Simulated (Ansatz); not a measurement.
```yaml
crystal:
  periodic: [false, false, false]
  atoms:
    - {symbol: Mo, position_ang: [0.000000, 0.000000, 0.000000]}
    - {symbol: O, position_ang: [0.000000, 0.000000, 2.110000]}
basis:
  gaussian: {orbitals: def2-TZVP}
magnetization: {spin_polarized: true, initial_magnetization: 2}
hamiltonian: {xc: pbe0}
relax: {f_tol: 0.004, max_steps: 80}
```

```sh
$ ansatz run in.yaml --threads 1 --pin off --events-out ev --progress --plain --max-ram 2176MiB
```

Steps of the relaxation (energy above the last step; positions in Å, forces in eV/Å):

```
2
step 1, 2432.0 meV
Mo    0.000    0.000    0.000    0.000    0.000    5.297
O     0.000    0.000    2.110    0.000    0.000   -5.297
```

```
2
step 2, 119.8 meV
Mo    0.000    0.000    0.200    0.000    0.000    3.165
O     0.000    0.000    1.910    0.000    0.000   -3.165
```

```
2
step 3, 2423.3 meV
Mo    0.000    0.000    0.354    0.000    0.000  -25.338
O     0.000    0.000    1.756    0.000    0.000   25.338
```

```
2
step 4, 17.8 meV
Mo    0.000    0.000    0.222    0.000    0.000    1.325
O     0.000    0.000    1.888    0.000    0.000   -1.325
```

```
2
step 7, 0.0 meV
Mo    0.000    0.000    0.235    0.000    0.000    0.000
O     0.000    0.000    1.875    0.000    0.000    0.000
```

Close pairs at the end: Mo1–O2 1.640 Å.

A stationary point of unrestricted PBE0 after 7 steps, with ⟨S²⟩ = 2.526 against 2.00 for a pure state. 81 s on 1 thread of Arm Neoverse V1, shared host.
